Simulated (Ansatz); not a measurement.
Relaxed structures of Al2NH5, closed shell (PBE0-D4/def2-TZVP; forces vanish, vibrations not checked; lower isomers may exist, and structures with a doubtful reference or unclear bonds are left out; Å). Computed with Ansatz 0.2.0 (basis: def2-TZVPP); correlated methods freeze the cores.

**Question.** Rank them by CCSD(T) energy, lowest first, and give each one's height above the lowest. Links in brackets join atoms within 1.22 times the sum of their covalent radii (1.1 for two metals). (An estimate is asked for; the value comes from the calculation.)
A.
a complex of Al₂NH₃ ([AlH][N][AlH2]) + H₂
```
8
angstrom
Al -1.2755 1.1421 -0.6682
N -0.0426 0.0120 -0.1642
Al 1.2484 -0.9668 0.1426
H -2.3648 0.7295 -1.7564
H -1.3493 2.6040 -0.0368
H -0.0494 -1.8766 1.8952
H 2.5445 -1.8248 0.3141
H 0.4750 -2.3693 2.1246
```
B.
Al₂NH₅ ([NH2]1[AlH][AlH2]1)
```
8
angstrom
Al -1.1373 0.7628 -0.0359
N 0.6695 0.2351 -0.6673
Al 0.5826 -0.6168 1.1401
H -2.2680 -0.0021 -0.8500
H -1.1903 2.3163 0.2963
H 1.3513 0.9739 -0.8118
H 1.9535 -1.3964 1.4350
H 0.7231 -0.3756 -1.4771
```
C.
Al₂NH₅ ([NH2][AlH][AlH2])
```
8
angstrom
Al 0.5232 0.8175 -0.0599
N -1.1488 1.2015 -0.5109
Al 1.0169 -1.6497 0.5781
H -1.9044 0.5355 -0.5334
H -1.4822 2.1138 -0.7813
H 1.5317 2.0504 -0.1021
H 2.4598 -2.1741 1.0112
H -0.1419 -2.7491 0.5555
```
D.
Al₂NH₅ ([AlH2][NH][AlH2])
```
8
angstrom
Al -1.1375 1.0540 -0.4768
N 0.4520 0.4051 0.0133
Al 0.9081 -1.2595 0.4706
H -2.3587 0.0493 -0.5273
H -1.2590 2.5931 -0.8373
H 1.2070 1.0814 0.0344
H 2.4131 -1.5597 0.8688
H -0.2249 -2.3637 0.4544
```

**Answer.** The calculation gives: D (0.00 kcal/mol), C (23.74 kcal/mol), B (26.45 kcal/mol), A (58.67 kcal/mol). Heights count from the lowest.

No T1 diagnostic of these runs exceeds 0.019.

For scale, one of the runs: CCSD(T)/def2-TZVPP, 185 basis functions, launched by `ansatz run in.yaml --threads 2 --pin off --events-out ev --progress --plain --max-ram 4352MiB`. Hardware: 2 CPU threads of an Arm Neoverse V2, shared host. Wall time 18 s; peak host memory 1.7 GiB.
